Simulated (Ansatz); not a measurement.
A run of Ansatz (development build ahead of 0.2.0) on triplet C2H4 at this shape:

```xyz
6

C     0.0261    0.0086   -0.6816
C     0.0386   -0.0100    0.7535
H    -0.0206   -0.9539   -1.2624
H    -0.0159    0.9232   -1.2561
H    -0.9154   -0.0433    1.2846
H     0.9649   -0.0379    1.2993
```

Its results:

```json
{"Converged": "yes", "Reference energy": "-77.99334 hartree", "Correlation energy": "-0.28202 hartree", "Total energy": "-78.27536 hartree", "Spin squared of the determinant": "2.014"}
```

Task: Which input gives this output? Name the method, the orbitals and the basis set, and write the input.

Result: UHF-MP2 in def2-TZVP.

```yaml
crystal:
  periodic: [false, false, false]
  atoms:
    - { symbol: C, position_ang: [0.02612, 0.00858, -0.68162] }
    - { symbol: C, position_ang: [0.03864, -0.00998, 0.75351] }
    - { symbol: H, position_ang: [-0.02062, -0.95393, -1.26237] }
    - { symbol: H, position_ang: [-0.01594, 0.92323, -1.25612] }
    - { symbol: H, position_ang: [-0.91537, -0.04335, 1.28455] }
    - { symbol: H, position_ang: [0.96494, -0.03795, 1.2993] }
basis:
  gaussian: { orbitals: def2-TZVP }
magnetization:
  spin_polarized: true
  initial_magnetization: 2
hamiltonian:
  xc: hf
correlation:
  method: mp2
  frozen_orbitals: { C: 1, H: 0 }
```

Caution: another spin multiplicity may lie lower.
